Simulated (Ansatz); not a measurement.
# BHS: the cost of one run

Program: Ansatz 0.2.0. Level of theory: RKS B3LYP/6-31G*. These are calculated values, not measurements.

## (1) Starting point

Bond lengths: B1–S2 1.592 Å, B1–H3 1.144 Å. Angles: S2–B1–H3 179.9°.

Coordinates:

```xyz
3

B    -0.0410   -0.0161    0.1425
S     0.3953    0.1465   -1.3797
H    -0.3543   -0.1304    1.2371
```

## (2) Relaxing end A

The input, input.yaml:

```yaml
crystal:
  periodic: [false, false, false]
  atoms:
    - { symbol: B, position_ang: [-0.04103, -0.0161, 0.14254] }
    - { symbol: S, position_ang: [0.39532, 0.14651, -1.37966] }
    - { symbol: H, position_ang: [-0.3543, -0.13041, 1.23711] }
basis:
  gaussian: { orbitals: "6-31G*" }
hamiltonian:
  xc: b3lyp
relax:
  f_tol: 0.02
  max_steps: 50
```

Command:

```sh
$ ansatz run input.yaml --threads 1 --pin off --max-ram 2048MiB --backend cpu --events-out ev --progress --plain --runs-dir out
```

What time and memory should one allow on 1 thread of an x86-64 CPU, shared host?

About 3.9 s, with a peak of 0.11 GiB.
